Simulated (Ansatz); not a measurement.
For chalcopyrite AgInTe₂, PBE in Ansatz (PAW) gives:

```
Property                                 Value
------------------------------  --------------
equilibrium lattice constant a         6.567 Å
lattice parameter c                   12.999 Å
formation enthalpy              -0.290 eV/atom
```

Problem. What does PBE-D3(BJ) (Ansatz, a program for electronic structure, plane waves, PAW) give for the same quantities?

Solution. 
- lattice constant a: 6.468 Å (drops by 1.5 %)
- lattice parameter c: 12.797 Å (shrinks by 1.6 %)
- formation enthalpy: -0.184 eV/atom (moves by +0.106 eV/atom)

Changes are worked out from the printed values.

Unless a cell is named, each level is at its own relaxed cell (PBE 35.04, PBE-D3(BJ) 33.46 Å³/atom).

Levels without +SOC leave out spin–orbit coupling, which shifts energies and cells of such heavy elements.

Ansatz's density-functional and Hartree–Fock values are scalar-relativistic unless marked +SOC, with PAW data made under PBE.
